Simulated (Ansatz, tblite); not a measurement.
# The cluster SnTe2+: a ladder of methods and basis sets

One table from this session's results is given with a row withheld; the runs are named, their logs left out.

The runs use Ansatz 0.2.0, Gaussian basis; as each input shows.

The runs, in order: GFN1-xTB, GFN2-xTB, PBE-D4/def2-TZVP, r2SCAN-D4/def2-TZVP, ωB97M-V/def2-TZVP, LDA/def2-TZVP, CAM-B3LYP-D4/def2-TZVP, LC-ωPBE/def2-TZVP, r2SCAN0-D4/def2-TZVP, PBE-D4/def2-SVP, PBE0-D4/def2-SVP, CCSD(T)/def2-SVP, MP2/def2-TZVP, RPA/def2-TZVP.

3 further runs of the same task are left out: 3 set aside as unsound or not needed.

## The geometry

The geometry is that of the doublet, from an earlier relaxation (PBE0-D4/def2-SVP). At that level it is the lowest of the isomers that a small search found.

3 atoms, charge 1, spin multiplicity 2.

Bond lengths: Sn1–Te2 2.838 Å, Sn1–Te3 2.838 Å, Te2–Te3 2.689 Å. Angles: Te2–Sn1–Te3 56.5°, Sn1–Te2–Te3 61.7°, Sn1–Te3–Te2 61.7°.

Sn, Te take a core potential in the def2 sets. No spin-orbit coupling is included. The ion is computed in the gas phase, without counter-ions or solvent.

PBE0-D4/def2-TZVP was run before; its log isn't repeated, and its numbers join the tables.

The first run:

Tight binding, by tblite at 300 K electronic temperature and without a spin-polarisation term:

```python
tblite.interface.Calculator('GFN1-xTB', numbers, positions, charge=1, uhf=1).singlepoint()
```

Tight binding, by tblite at 300 K electronic temperature and without a spin-polarisation term:

```python
tblite.interface.Calculator('GFN2-xTB', numbers, positions, charge=1, uhf=1).singlepoint()
```

start.molden holds the orbitals of an earlier run on this state, given as this run's starting guess.

The input, in.yaml:

```yaml
crystal:
  periodic: [false, false, false]
  atoms:
    - {symbol: Sn, position_ang: [1.376847, -0.783185, -0.517712]}
    - {symbol: Te, position_ang: [0.064897, 1.390015, 0.751904]}
    - {symbol: Te, position_ang: [-1.441744, -0.606830, -0.234193]}
basis:
  gaussian: {orbitals: def2-TZVP, initial_orbitals: start.molden}
total_charge: 1
magnetization: {spin_polarized: true, initial_magnetization: 1}
hamiltonian: {xc: pbe, dispersion: d4}
scf: {omitted_lower_state_checks: [starts]}
output: {orbitals: {seedname: orbitals}}
```

Command:

```console
ansatz run in.yaml --threads 4 --pin off --events-out ev --progress --plain --max-ram 3916MiB
```

Steps of the session up to this table: PBE-D4/def2-TZVP; r2SCAN-D4/def2-TZVP; ωB97M-V/def2-TZVP; LDA/def2-TZVP; CAM-B3LYP-D4/def2-TZVP; LC-ωPBE/def2-TZVP; r2SCAN0-D4/def2-TZVP; PBE-D4/def2-SVP; PBE0-D4/def2-SVP; CCSD(T)/def2-SVP; MP2/def2-TZVP; RPA/def2-TZVP.

One table of the session follows, with a row left open; its other results are not shown here.

It belongs to the step «Levels side by side». 

```
                 level  HOMO (eV)  LUMO (eV)  gap (eV)
         LDA/def2-TZVP     -10.37      -9.80      0.57
       PBE-D4/def2-SVP     -10.31      -9.54      0.77
      PBE-D4/def2-TZVP     -10.27      -9.46      0.80
   r2SCAN-D4/def2-TZVP          ?          ?         ?
      PBE0-D4/def2-SVP     -11.37      -8.85      2.52
     PBE0-D4/def2-TZVP     -11.32      -8.75      2.57
  r2SCAN0-D4/def2-TZVP     -11.59      -8.65      2.94
CAM-B3LYP-D4/def2-TZVP     -12.44      -7.81      4.63
     LC-ωPBE/def2-TZVP     -13.80      -6.78      7.02
     ωB97M-V/def2-TZVP     -13.24      -6.97      6.27
```

Q: Estimate the row for r2SCAN-D4/def2-TZVP from the others.

**Answer.** HOMO (eV): -10.63; LUMO (eV): -9.35; gap (eV): 1.28. In the column «HOMO (eV)» it lies between PBE0-D4/def2-TZVP (-11.32) and LDA/def2-TZVP (-10.37).
